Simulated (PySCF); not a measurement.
System: rock-salt LiCl. Method: PBE0 in PySCF (GTH pseudopotentials, Gaussian basis).

The same calculation (at the measured cell, 16.974 Å³/atom) with different numerical settings; throughout: k mesh 2×2×2:

| run | basis | gap on the mesh (eV) | total energy (eV/atom) |
|---|---|---|---|
| 1 | DZ | 8.602 | -307.2097 |
| 2 | TZ | 8.582 | -307.2581 |
| 3 | QZ | 8.571 | -307.2769 |

In the column total energy (eV/atom) the first row differs from the last by +0.0672 and the next to last by +0.0188.

The last row is no converged limit: other settings stay fixed.
